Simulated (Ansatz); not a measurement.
We consider rock-salt HfC, described by PBE-D3(BJ) (PAW; Ansatz, an electronic-structure program).

Settings: plane-wave cutoff 520 eV, 20×20×20 k mesh, Fermi–Dirac smearing 0.05 eV, scalar-relativistic PAW data made under PBE.

Computed at the level's own relaxed cell.

**Question.** Estimate the equilibrium volume per atom, bulk modulus B0, lattice parameter a and pressure derivative B′ of the bulk modulus that the calculation returns.

**Answer.** 
* **equilibrium volume per atom**: 12.32 Å³/atom
* **bulk modulus B0**: 243 GPa
* **lattice parameter a**: 4.620 Å
* **pressure derivative B′ of the bulk modulus**: 3.9

The run finds no gap.

Measured, for comparison: equilibrium volume per atom 12.47 Å³/atom, lattice constant a 4.638 Å (temperature not stated, no zero-point or thermal correction; as tabulated in Zhang et al. (2018), doi:10.1088/1367-2630/aac7f0); bulk modulus 242 GPa (room temperature, no zero-point or thermal correction, our sources range from 242 to 286; as tabulated in Synthesis of Binary Transition Metal Nitrides, Carbides and Borides from the …). Computed (rounded) less measured: equilibrium volume per atom -1.2 %, bulk modulus not scored (sources differ), lattice constant a -0.4 %. A static lattice is as a rule a little smaller and stiffer than an uncorrected measurement, which narrows the difference in the equilibrium volume per atom, lattice constant a and would widen misses of the other sign.

Spin–orbit coupling is not included.

The computed numbers hold no vibrational or temperature effects.

Cost on a shared machine: around 80 core-seconds (rough).
